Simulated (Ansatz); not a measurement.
System: O2 (charge 0, triplet). 
Coordinates optimised at B3LYP-D3(BJ)/def2-TZVP (Ansatz, an electronic-structure program):
```xyz
2

O      0.0000     0.0000    -0.6021
O      0.0000     0.0000     0.6021
```
Charge 0, spin multiplicity 3.

Wanted: atomisation energy (electronic, to ground-state atoms), in kJ/mol. Valence correlation only, unless marked. UHF or UKS for open shells. Spin-orbit coupling is left out. No relativistic terms. The coupled-cluster limit lacks core correlation, which all-electron functionals hold. Basis-set limits of correlation are two-point, X^-3; Hartree-Fock from the larger set (for Q and 5 zeta extrapolated as (X+1)exp(-9√X)).

```csv
level,program,atomisation energy (kJ/mol)
PBE0-D3(BJ)/def2-TZVPD,Ansatz + dftd3,520.0
LC-wPBE/def2-TZVPD,Ansatz,533.7
wB97M-V/def2-TZVPD,Ansatz,513.7
SCS-MP2/def2-SVP,Ansatz,453.7
SCS-MP2/cc-pwCVTZ,Ansatz,479.3
CCSD/def2-SVPD,Ansatz,[?]
"CCSD(T)/CBS(cc-pVQZ,cc-pV5Z)",Ansatz,[?]
```

Problem. Some entries are withheld; supply them.

Solution. 
- CCSD/def2-SVPD, atomisation energy (kJ/mol): 429.2
- CCSD(T)/CBS(cc-pVQZ,cc-pV5Z), atomisation energy (kJ/mol): 500.8
